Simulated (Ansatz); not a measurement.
One starting cell of Rh (a generated trial cell of Rh in the fcc structure type) was relaxed twice with Ansatz (plane waves, PAW, scalar-relativistic): with r2SCAN at 500 eV and with PBE at 420 eV. The r2SCAN result:

```xyz
1
Lattice="0.0000 1.9001 1.9001 1.9001 0.0000 1.9001 1.9001 1.9001 0.0000" Properties=species:S:1:pos:R:3 pbc="T T T"
Rh     0.0000     0.0000     0.0000
```

| quantity | r2SCAN | PBE |
|---|---|---|
| space group | Fm-3m | Fm-3m |
| volume (Å³/atom) | 13.72 | … |
| a (Å) | 3.800 | … |
| gap (eV, no spin-orbit coupling) | 0.00 | … |
| pressure at 88 % of the level's own volume (GPa) | 50.0 | … |

### Question
What does PBE give for the same quantities?

### Answer

- volume (Å³/atom), PBE: 14.05
- a (Å), PBE: 3.830
- gap (eV, no spin-orbit coupling), PBE: 0.00
- pressure at 88 % of the level's own volume (GPa), PBE: 45.7

Both levels end in the same structure; PBE's volume is 2.4 % larger. Neither column is exact.

No spin polarisation in the result.

Measured for Rh: a 3.794 Å (static lattice; corrected from measurement; as listed in Daniel Mejia-Rodriguez, S. B. Trickey, Phys. Rev. B (2018)). Computed minus measured — a: r2SCAN +0.2 %, PBE +1.0 %. The computed values are for a static lattice.

The run could not lose the symmetry of its start.

Ansatz is a program for electronic structure.
